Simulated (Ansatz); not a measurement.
Energy needed to pull apart CHS (SMILES [CH]=S), doublet, into free ground-state atoms, from the structure below (displaced at random from a GFN2-xTB minimum); no zero-point or spin–orbit terms; open-shell atoms are treated unrestricted, in their ground-state multiplicity.

```tsv
atom	x (Å)	y (Å)	z (Å)
C1	-0.1456	0.3096	0.0493
S2	0.8909	-0.2016	0.6887
H3	-0.9909	-0.1429	-0.4963
```

Ansatz 0.2.0; basis: def2-TZVPP; cores frozen in the correlated methods; orbitals are unrestricted.

```json
{"method": "PBE-D4", "atomization energy (kcal/mol)": "?"}
{"method": "BLYP-D4", "atomization energy (kcal/mol)": "178.3"}
{"method": "r2SCAN-D4", "atomization energy (kcal/mol)": "?"}
{"method": "PBE0-D4", "atomization energy (kcal/mol)": "179.5"}
{"method": "r2SCAN0-D4", "atomization energy (kcal/mol)": "173.6"}
{"method": "wB97M-V", "atomization energy (kcal/mol)": "178.8"}
{"method": "HF", "atomization energy (kcal/mol)": "97.6"}
{"method": "MP2", "atomization energy (kcal/mol)": "171.6"}
{"method": "CCSD", "atomization energy (kcal/mol)": "158.4"}
{"method": "CCSD(T)", "atomization energy (kcal/mol)": "164.0"}
```

What does r2SCAN-D4 give? (Judge from chemistry; the value comes from the calculation.)

The calculation gives: 179.4 kcal/mol, which is about 15.4 kcal/mol more than CCSD(T)/def2-TZVPP.

What does PBE-D4 give? (To be estimated.)

Computed: 186.5 kcal/mol, which is about 22.5 kcal/mol more than CCSD(T)/def2-TZVPP.

In triple zeta the MP2 and coupled-cluster atomization energies are still short of their basis limit by a few kcal/mol a bond, whereas those of the functionals are nearly converged, so these differences are not deviations from converged CCSD(T).

T1 diagnostic: at most 0.017. ⟨S²⟩ of the unrestricted Hartree–Fock references: 0.78 (a pure state has 0.75).

For scale, one of the runs: CCSD(T)/def2-TZVPP forces, 87 basis functions (an equivalent command: `ansatz run in.yaml --threads 4`). Hardware: 4 CPU threads, shared host. Wall time 7.5 s; peak host memory 0.64 GiB.
